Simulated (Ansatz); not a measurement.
Write a Python script for the Ansatz DFT code, driven from Python that makes a composite energy at a relaxed geometry of AlFHS, SMILES [F][Al][SH]. Use (for the species named): r2SCAN, def2-SVP basis, multiplicity 2, D3BJ dispersion.

```xyz
4

F    -2.0369    0.0736    0.6984
Al   -0.3628    0.6214    0.7728
S     0.9892    0.2498   -0.9986
H     1.4661   -1.0052   -0.4929
```

Script `alfhs.py`:
```python
'''A composite energy for AlFHS: DFT geometry, MP2 basis limit, coupled-cluster correction.'''

import itertools

import ansatz as az
from ase import Atoms
from ase.data import atomic_numbers, covalent_radii
import numpy as np

BASIS = 'def2-SVP'
XC = 'r2scan'
VDW = 'd3bj'

atoms = Atoms(['F', 'Al', 'S', 'H'], positions=[
    (-2.0369, 0.0736, 0.6984),
    (-0.3628, 0.6214, 0.7728),
    (0.9892, 0.2498, -0.9986),
    (1.4661, -1.0052, -0.4929),
])
molecule = az.Crystal.molecule_from_ase(atoms)

model = (
    molecule.calculation()
    .basis(gaussian=BASIS)  # the orbital basis, by name
    .functional(XC, dispersion=VDW)
    .spin('collinear', total=1)
)
symbols = [site.symbol for site in molecule.cartesian_sites]
start = np.array([site.position_ang for site in molecule.cartesian_sites], dtype=float)
rep = model.relax(force_tolerance=0.01).run(threads=1).report
end = np.array(rep['positions_ang'])
# pairs closer than 1.2 times the sum of covalent radii, before or after
radius = [covalent_radii[atomic_numbers[s]] for s in symbols]
span = lambda where, i, j: np.linalg.norm(where[i] - where[j])
bonded = [(i, j) for i, j in itertools.combinations(range(len(symbols)), 2) if min(span(start, i, j), span(end, i, j)) < 1.2 * (radius[i] + radius[j])]
print('pair        before    after (A)')
for i, j in bonded:
    print(f'{symbols[i]}{i}-{symbols[j]}{j}'.ljust(10), f'{span(start, i, j):8.4f} {span(end, i, j):8.4f}')

minimum = az.Crystal.molecule()
for symbol, place in zip(symbols, end):
    minimum = minimum.atom(symbol, place.tolist())
at_minimum = minimum.calculation().spin('collinear', total=1)
# MP2 extrapolated to the basis limit, plus the small-basis difference CCSD(T) - MP2
level = lambda method, basis: at_minimum.basis(gaussian=basis).correlation(method).run(threads=1).report
small, large, cluster = level('mp2', 'cc-pVDZ'), level('mp2', 'cc-pVTZ'), level('ccsd_t', 'cc-pVDZ')
corr = lambda each: (each['free_energy_ev'] - each['reference_energy_ev']) / 27.211386246
mp2_limit = (27 * corr(large) - 8 * corr(small)) / 19
pieces = {'HF / cc-pVTZ': large['reference_energy_ev'] / 27.211386246, 'MP2 correlation, DZ-TZ limit': mp2_limit, 'CCSD(T) - MP2 / cc-pVDZ': corr(cluster) - corr(small)}
for name, value in pieces.items():
    print(f'{name:32s} {value:14.6f} Ha')
print(f'{"sum":32s} {sum(pieces.values()):14.6f} Ha')
print('T1 diagnostic', round(cluster['correlation']['coupled_cluster']['t1_diagnostic'], 4))
```

```console
$ python alfhs.py
DeckWarning: the engine holds no damping parameters fitted to this dispersion correction and functional, so the run takes those fitted to r2scan beside the three-body term, which d3bj leaves out (hamiltonian.dispersion, under Limitations)
pair        before    after (A)
F0-Al1       1.7630   1.6697
Al1-S2       2.2592   2.2048
S2-H3        1.4346   1.3526
HF / cc-pVTZ                        -739.633293 Ha
MP2 correlation, DZ-TZ limit          -0.533712 Ha
CCSD(T) - MP2 / cc-pVDZ               -0.029903 Ha
sum                                 -740.196908 Ha
T1 diagnostic 0.0169
```
(Warnings from the package without file and line.)

Reading the output:
- Total energies depend on the basis set; only differences at equal settings carry meaning.
- The sum leaves out core correlation, relativity, the Hartree-Fock basis error and zero-point energy; a DZ-TZ extrapolation is rough.
- The run takes the species as open-shell (spin multiplicity 2), which needn't be its ground state.
- Inner cores stay frozen, so this is valence correlation.
- For Al to Cl the sets with a tight d function, cc-pV(X+d)Z, are usual.
- An extrapolation from small basis sets is rough.
- A dispersion term here runs with damping parameters fitted for another variant or functional.
- Timing: 48 s on 1 thread of Arm Neoverse V2 (shared host), peak memory 0.27 GiB.
